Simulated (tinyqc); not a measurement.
Worked calculation: Pariser-Parr-Pople SCF with singles CI, for the molecule c1ccsc1 (SMILES; centres numbered as the heavy atoms are written). One step of it, computed by the program tinyqc.

Question. Iteration 1: orbitals and new P. Diagonalise F (the basis is taken as orthonormal) and form P = 2 sum c c over the lowest orbitals; 0.3 of the old P is kept.

F (eV), order 1C, 2C, 3C, 4S, 5C:
$$\begin{pmatrix}
-4.912056 & -4.080937 & 0.459962 & 0.545020 & -4.172715 \\
-4.080937 & -4.911683 & -4.173180 & 0.544959 & 0.459818 \\
0.459962 & -4.173180 & -6.198733 & -3.778538 & 0.517092 \\
0.545020 & 0.544959 & -3.778538 & -10.230045 & -3.778768 \\
-4.172715 & 0.459818 & 0.517092 & -3.778768 & -6.199774
\end{pmatrix}$$

pi electrons, sum of z_r less the charge = 6

P at the start, order 1C, 2C, 3C, 4S, 5C:
$$\begin{pmatrix}
1.185525 & 0.632739 & -0.227346 & -0.261797 & 0.667082 \\
0.632739 & 1.185525 & 0.667082 & -0.261797 & -0.227346 \\
-0.227346 & 0.667082 & 1.191603 & 0.633457 & -0.255610 \\
-0.261797 & -0.261797 & 0.633457 & 1.245743 & 0.633457 \\
0.667082 & -0.227346 & -0.255610 & 0.633457 & 1.191603
\end{pmatrix}$$

Give: orbital energies; P after iteration 1.

Answer.

orbital energies (eV): [-14.232, -10.036, -9.262, -0.637, 1.715]

P after iteration 1, order 1C, 2C, 3C, 4S, 5C:
$$\begin{pmatrix}
1.109 & 0.619 & -0.146 & -0.262 & 0.713 \\
0.619 & 1.109 & 0.713 & -0.262 & -0.146 \\
-0.146 & 0.713 & 1.159 & 0.558 & -0.350 \\
-0.262 & -0.262 & 0.558 & 1.463 & 0.558 \\
0.713 & -0.146 & -0.350 & 0.558 & 1.159
\end{pmatrix}$$
